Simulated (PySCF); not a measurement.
Job file and geometry (Å, from GFN2-xTB) of an NMR shielding run on SMILES NC[C@@H]1C[C@H]1F, C₄H₈FN, PySCF 2.14.0, density-fitted response routines, GIAO PBE0/pcSseg-1 NMR shielding, non-relativistic, gas phase; density fitting, a coarse starting grid and PySCF grid level 2 are the driver's defaults:

```
$ OMP_NUM_THREADS=1 python probes_run.py task.json out

{"job": {"kind": "nmr", "xc": "PBE0", "basis": "pcSseg-1"}, "charge": 0, "multiplicity": 1}
N      1.962941     0.130092     0.949825
C      0.925792    -0.710145     0.379091
C     -0.031557     0.022609    -0.545388
C     -1.154312     0.846905     0.031665
C     -1.447606    -0.431044    -0.683442
F     -2.030734    -0.358087    -1.915226
H      1.545112     0.897758     1.465630
H      2.536182     0.530877     0.214922
H      1.418210    -1.519413    -0.167799
H      0.365430    -1.151221     1.208216
H      0.429519     0.411303    -1.446396
H     -1.289336     0.862691     1.102749
H     -1.418059     1.768188    -0.464211
H     -1.812260    -1.300986    -0.151801
```

Problem. What does the program print?

Solution. 
```
coarse grid: 11456 points
cycle   1  E = -311.3136668616  dE =  7.836e-01  |g| = 5.391e-01  |ddm| = 3.194e+00
cycle   2  E = -311.2909521580  dE =  2.271e-02  |g| = 6.828e-01  |ddm| = 9.459e-01
cycle   3  E = -311.3700975040  dE = -7.915e-02  |g| = 6.276e-02  |ddm| = 5.281e-01
cycle   4  E = -311.3707252712  dE = -6.278e-04  |g| = 2.868e-02  |ddm| = 6.877e-02
cycle   5  E = -311.3709035946  dE = -1.783e-04  |g| = 5.501e-03  |ddm| = 2.830e-02
cycle   6  E = -311.3709092759  dE = -5.681e-06  |g| = 1.996e-03  |ddm| = 5.914e-03
final grid: 110408 points
cycle   7  E = -311.4105727015  dE = -3.507e-05  |g| = 9.435e-03  |ddm| = 2.934e-02
cycle   8  E = -311.4105601034  dE =  1.260e-05  |g| = 1.260e-02  |ddm| = 1.786e-02
cycle   9  E = -311.4105924318  dE = -3.233e-05  |g| = 9.816e-04  |ddm| = 9.898e-03
cycle  10  E = -311.4105925868  dE = -1.551e-07  |g| = 2.088e-04  |ddm| = 8.526e-04
cycle  11  E = -311.4105925927  dE = -5.850e-09  |g| = 6.219e-05  |ddm| = 1.637e-04
cycle  12  E = -311.4105925934  dE = -7.525e-10  |g| = 2.009e-05  |ddm| = 6.720e-05
converged SCF energy = -311.4105925934

GIAO shielding tensors (ppm)
atom      isotropic    diamagn.    paramagn.     s11        s22        s33       span
  0 N      230.139     316.423     -86.283    204.697    231.175    254.546     49.849
  1 C      137.453     242.991    -105.538    112.778    143.374    156.207     43.429
  2 C      159.167     250.929     -91.761    119.172    150.795    207.534     88.362
  3 C      174.623     252.711     -78.089    147.883    162.743    213.242     65.359
  4 C      111.994     249.179    -137.185     56.956     82.969    196.057    139.101
  5 F      405.471     469.485     -64.014    362.584    401.933    451.896     89.312
  6 H       30.933      32.389      -1.456     24.033     29.804     38.963     14.930
  7 H       31.296      31.608      -0.312     24.999     28.443     40.446     15.447
  8 H       28.218      29.212      -0.994     22.343     28.662     33.649     11.306
  9 H       30.147      30.315      -0.168     23.935     31.332     35.174     11.239
 10 H       30.557      32.187      -1.630     25.171     29.241     37.261     12.090
 11 H       31.492      31.559      -0.067     26.812     27.896     39.767     12.955
 12 H       30.736      30.593       0.143     25.562     27.395     39.251     13.689
 13 H       27.456      31.006      -3.550     22.105     28.420     31.842      9.737
```

Problem. Turn these shieldings into chemical shifts. References, each an isolated molecule treated in the same way: ¹⁵N (σ = 267.73 ppm) against NH3; TMS for ¹³C (σ = 186.93 ppm), ¹H (σ = 31.72 ppm); ¹⁹F (σ = 170.95 ppm) vs CFCl3.

Solution. Averaging equivalent atoms: N 0: 37.6; C 4: 74.9; C 1: 49.5; C 2: 27.8; C 3: 12.3; F 5: -234.5; H 13: 4.26; H 8: 3.50; H 9: 1.57; H 10: 1.16; H 12: 0.98; H 6/7: 0.60; H 11: 0.23 ppm. Unscaled 19F shifts against computed CFCl3 carry errors that often reach 10 to 50 ppm. Experimental scales use liquid or dissolved standards, which lie at an offset from isolated NH3 (liquid NH3: subtract about 20 ppm).

Size and cost of the density-fitted run: 142 basis functions, 18 s wall time on 1 thread of an Arm Neoverse V1, shared host; peak memory 0.69 GiB.
